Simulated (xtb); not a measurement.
CH5S, charge +1, singlet, geometry from GFN2-xTB; GFN2-xTB run with xtb 6.7.1.

xtb was given this input:
```
$ xtb mol.xyz --gfn 2 --chrg 1 --uhf 0 --json

# file mol.xyz
7

C     -0.03747748     1.18530286    -0.11525700
S     -0.02095352    -0.61772925     0.15157957
H      1.25160297    -0.85395482    -0.24996242
H     -1.06827047     1.52354437    -0.03438541
H      0.54627907     1.64404919     0.67989192
H      0.37245221     1.44603148    -1.08584758
H     -0.54194256    -0.98781933    -1.04342765
```

The log (banner, timings and long lists left out):

```
   ID    Z sym.   atoms
    1    6 C      1
    2   16 S      2
    3    1 H      3-7

           -------------------------------------------------
          |                Calculation Setup                |
           -------------------------------------------------

           -------------------------------------------------
          |                 G F N 2 - x T B                 |
           -------------------------------------------------

          ...................................................
          :                      SETUP                      :
          :.................................................:
          :  # basis functions                  19          :
          :  # atomic orbitals                  18          :
          :  # shells                           10          :
          :  # electrons                        14          :
          :  max. iterations                   250          :
          :  Hamiltonian                  GFN2-xTB          :
          :  restarted?                      false          :
          :  GBSA solvation                  false          :
          :  PC potential                    false          :
          :  electronic temp.          300.0000000     K    :
          :  accuracy                    1.0000000          :
          :  -> integral cutoff          0.2500000E+02      :
          :  -> integral neglect         0.1000000E-07      :
          :  -> SCF convergence          0.1000000E-05 Eh   :
          :  -> wf. convergence          0.1000000E-03 e    :
          :  Broyden damping             0.4000000          :
          :  net charge                          1          :
          :  unpaired electrons                  0          :
          ...................................................

 iter      E             dE          RMSdq      gap      omega  full diag
   1     -7.5149651 -0.751497E+01  0.398E+00    6.83       0.0  T
   2     -7.5245768 -0.961171E-02  0.208E+00    6.66       1.0  T
   3     -7.5255572 -0.980314E-03  0.111E+00    6.56       1.0  T
   4     -7.5256777 -0.120511E-03  0.332E-01    6.44       1.0  T
   5     -7.5257131 -0.354699E-04  0.566E-02    6.47       1.0  T
   6     -7.5257137 -0.524395E-06  0.950E-03    6.47       4.0  T
   7     -7.5257137 -0.159490E-08  0.408E-03    6.48       9.3  T
   8     -7.5257137 -0.364956E-08  0.604E-04    6.48      62.5  T
   9     -7.5257137 -0.998055E-10  0.196E-04    6.48     193.0  T

   *** convergence criteria satisfied after 9 iterations ***

         :::::::::::::::::::::::::::::::::::::::::::::::::::::
         ::                     SUMMARY                     ::
         :::::::::::::::::::::::::::::::::::::::::::::::::::::
         :: total energy              -7.451090089617 Eh    ::
         :: gradient norm              0.000030378496 Eh/a0 ::
         :: HOMO-LUMO gap              6.475085251759 eV    ::
         ::.................................................::
         :: SCC energy                -7.525713485205 Eh    ::
         :: -> isotropic ES            0.119402372217 Eh    ::
         :: -> anisotropic ES         -0.004450276082 Eh    ::
         :: -> anisotropic XC          0.005039026782 Eh    ::
         :: -> dispersion             -0.001726836167 Eh    ::
         :: repulsion energy           0.074623395588 Eh    ::
         :: add. restraining           0.000000000000 Eh    ::
         :: total charge               1.000000000000 e     ::
         :::::::::::::::::::::::::::::::::::::::::::::::::::::

           -------------------------------------------------
          |                Property Printout                |
           -------------------------------------------------

    * Orbital Energies and Occupations

         #    Occupation            Energy/Eh            Energy/eV
      -------------------------------------------------------------
         1        2.0000           -0.9924741             -27.0066
         2        2.0000           -0.8237083             -22.4142
         3        2.0000           -0.7594114             -20.6646
         4        2.0000           -0.7517680             -20.4566
         5        2.0000           -0.7153506             -19.4657
         6        2.0000           -0.6926870             -18.8490
         7        2.0000           -0.6857725             -18.6608 (HOMO)
         8                         -0.4478175             -12.1857 (LUMO)
         9                         -0.4400039             -11.9731
        10                         -0.2840850              -7.7303
        11                         -0.2743868              -7.4664
        12                         -0.2559506              -6.9648
        13                         -0.1994048              -5.4261
        14                         -0.0484388              -1.3181
        15                          0.0067277               0.1831
        16                          0.0222593               0.6057
        17                          0.2132267               5.8022
        18                          0.3285608               8.9406
      -------------------------------------------------------------
                  HL-Gap            0.2379550 Eh            6.4751 eV
             Fermi-level           -0.5667950 Eh          -15.4233 eV

     #   Z          covCN         q      C6AA      α(0)
     1   6 C        3.743    -0.135    23.166     6.866
     2  16 S        2.811     0.288   129.871    19.180
     3   1 H        0.921     0.217     1.017     1.577
     4   1 H        0.925     0.140     1.462     1.891
     5   1 H        0.925     0.140     1.462     1.891
     6   1 H        0.925     0.133     1.510     1.922
     7   1 H        0.921     0.217     1.017     1.577

 Mol. C6AA /au·bohr⁶  :        476.471355
 Mol. C8AA /au·bohr⁸  :      15646.226995
 Mol. α(0) /au        :         34.904070

Wiberg/Mayer (AO) data.
largest (>0.10) Wiberg bond orders for each atom

 ---------------------------------------------------------------------------
     #   Z sym  total        # sym  WBO       # sym  WBO       # sym  WBO
 ---------------------------------------------------------------------------
     1   6 C    3.904 --     2 S    1.006     6 H    0.966     5 H    0.960
                             4 H    0.960
     2  16 S    2.922 --     1 C    1.006     7 H    0.937     3 H    0.937
     3   1 H    0.953 --     2 S    0.937
     4   1 H    0.980 --     1 C    0.960
     5   1 H    0.980 --     1 C    0.960
     6   1 H    0.982 --     1 C    0.966
     7   1 H    0.953 --     2 S    0.937
 ---------------------------------------------------------------------------

Topologies differ in total number of bonds
Writing topology from bond orders to xtbtopo.mol

molecular dipole:
                 x           y           z       tot (Debye)
 q only:        0.245      -0.191      -0.522
   full:        0.298      -0.178      -0.643       1.856
molecular quadrupole (traceless):
                xx          xy          yy          xz          yz          zz
 q only:       -0.896      -0.730       2.578       0.303       1.077      -1.682
  q+dip:       -0.101      -0.828       1.183       0.351       1.671      -1.082
   full:       -0.267      -0.890       1.711       0.453       1.701      -1.445

           -------------------------------------------------
          | TOTAL ENERGY               -7.451090089617 Eh   |
          | GRADIENT NORM               0.000030378496 Eh/α |
          | HOMO-LUMO GAP               6.475085251759 eV   |
           -------------------------------------------------

normal termination of xtb
```
